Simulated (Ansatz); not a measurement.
**BSO (sextet): wave-function methods side by side, cc-pVDZ**

One table from this session's results is given with a row withheld; the runs are named, their logs left out.

The runs use Ansatz 0.2.0, Gaussian basis; cc-pVDZ, core rule «outside noble gas», up to 7 orbitals frozen.

Plan: UHF; CCSD(T) on ROHF; CCSD(T) on UHF; BCCD(T) on ROHF; CISD; CCSDT(Q) on ROHF; CCSDT(Q) on UHF.

41 further runs of the same task are left out: 15 for a known fault of the program, 13 that didn't finish, 13 set aside as unsound or not needed.

**What is computed**

The geometry is a PBE0/def2-TZVP stationary point (not a proven minimum) of the parent state, kept for this charge and spin.

3 atoms, charge 0, spin multiplicity 6.

Atoms are counted from 1 here; the program's logs count them from 0.

Bond lengths: B1–S2 1.760 Å, S2–O3 1.511 Å. Angles: B1–S2–O3 112.3°.

The first run:

Input file in.yaml:

```yaml
crystal:
  periodic: [false, false, false]
  atoms:
    - {symbol: B, position_ang: [0.000000, -0.588771, 1.527430]}
    - {symbol: S, position_ang: [0.000000, 0.408039, 0.077250]}
    - {symbol: O, position_ang: [0.000000, -0.419926, -1.186924]}
basis:
  gaussian: {orbitals: cc-pVDZ}
magnetization: {spin_polarized: true, initial_magnetization: 5}
hamiltonian: {xc: hf}
output: {orbitals: {seedname: orbitals}}
```

The run is started by

```bash
$ ansatz run in.yaml --threads 1 --pin off --events-out ev --progress --plain --max-ram 2393MiB
```

Among the steps run: UHF; CCSD(T) on ROHF; CCSD(T) on UHF; BCCD(T) on ROHF; CISD; CCSDT(Q) on ROHF; CCSDT(Q) on UHF.

One table of the session follows, with a row left open; its other results are not shown here.

```
   method  from UCCSDT(Q) (kJ/mol)
     ROHF                   +946.8
      UHF                   +909.7
     RMP2                   +135.7
     UMP2                   +135.8
     CISD                   +126.1
    RCCSD                    +39.5
    UCCSD                    +37.9
 RCCSD(T)                     +8.1
 UCCSD(T)                     +7.9
  BCCD(T)                        ?
   RCCSDT                     +4.3
   UCCSDT                     +4.1
RCCSDT(Q)                     +0.2
UCCSDT(Q)                        0
```

Estimate the missing values for BCCD(T).

**Answer.** from UCCSDT(Q) (kJ/mol): +6.9. In the column «from UCCSDT(Q) (kJ/mol)» it lies between RCCSDT (+4.3) and UCCSD(T) (+7.9).

To keep in mind: Restricted and unrestricted rows rest on different reference determinants; where their highest levels disagree by more than a few hundredths of an eV, they describe different states and don't form one ladder.
